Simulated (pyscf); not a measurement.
`[FH]` + `[F][CH][Cl]` [doublet] -> `[F][CH]([F])[Cl]` + `[H]` [doublet], an atom transfer (doublet surface; F–H broken, C–F formed). PySCF, gas phase, ωB97X-D3(BJ)/def2-SVP geometries. MP2 and CC: frozen core, UHF for open shells. ΔMP2 is the change of the MP2 total energy from the triple- to the quadruple-zeta basis. Energies in eV from the separated reactants.

Small-basis levels: PySCF, no dispersion term, spherical d functions. AM1 to PM7: differences of heats of formation from MOPAC. Open shells are spin-unrestricted. 

| level | barrier | reaction energy |
|---|---|---|
| HF/6-31G* | 2.92 | +0.36 |
| MP2/6-31G* | 2.27 | +0.02 |
| B3LYP/3-21G | 1.02 | -0.01 |
| B3LYP/LANL2DZ | 1.74 | +0.99 |
| B3LYP/6-311+G** | [?] | +1.04 |
| PM3 | [?] | +1.50 |
| PM7 | 2.43 | +1.21 |
| CCSD(T)/def2-TZVPP + ΔMP2(QZVPP) | [?] | +0.89 |

Q: Some entries are withheld; supply them.

A: 
- B3LYP/6-311+G**, barrier: 2.13
- PM3, barrier: 2.45
- CCSD(T)/def2-TZVPP + ΔMP2(QZVPP), barrier: 2.48

Against the last row the barrier runs from -1.47 (B3LYP/3-21G) to +0.44 eV (HF/6-31G*). CCSD(T)/def2-TZVPP + ΔMP2(QZVPP) has limits of its own. This is the saddle that the search found; another between the same sides may lie lower. The angle at the transferred F is 176°. The CCSD(T) − MP2 part came from Ansatz, without density fitting, on the same reference. A UHF reference is spin-contaminated (<S²> up to 0.86), which harms MP2 most.
